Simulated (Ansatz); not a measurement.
**C₄H₄, singlet: CASSCF and its corrections**

Calculated in Ansatz's Gaussian-basis code. Basis cc-pVTZ, nonrelativistic, no frozen core. State-specific CASSCF; RHF is the lowest restricted (open-shell) Hartree–Fock solution met. No symmetry is imposed, so a solution can break that of the shape. The lowest solution met needn't be the lowest there is, nor hold the orbitals that a chemist would pick.

Geometry:

| atom | x (Å) | y (Å) | z (Å) |
| --- | --- | --- | --- |
| C | 0.0000 | -1.4930 | -0.8153 |
| C | 0.0000 | -0.1504 | -0.8008 |
| C | 0.0000 | 0.6229 | 0.3984 |
| C | 0.0000 | 1.3216 | 1.4004 |
| H | 0.0000 | -2.0708 | 0.1026 |
| H | 0.0000 | -2.0382 | -1.7523 |
| H | 0.0000 | 0.3990 | -1.7400 |
| H | 0.0000 | 1.9034 | 2.2938 |

(1) What do CASSCF and its corrections give against RHF in CAS(6,6), and what are the occupations?

(2) Roughly how much CPU time does a whole run from the default start take (median of such runs, summed over threads; nearly all runs on one pinned thread of a shared server, mostly Xeon at 2.3 to 2.6 GHz, by a development driver)?

## Answers

(1) CASSCF -2.626 eV, SC-NEVPT2 -18.532 eV; occupations 1.94, 1.94, 1.90, 0.10, 0.06, 0.05.

(2) CAS(6,6): about 8.7 s. Other jobs ran beside these, and the count of passes differs.
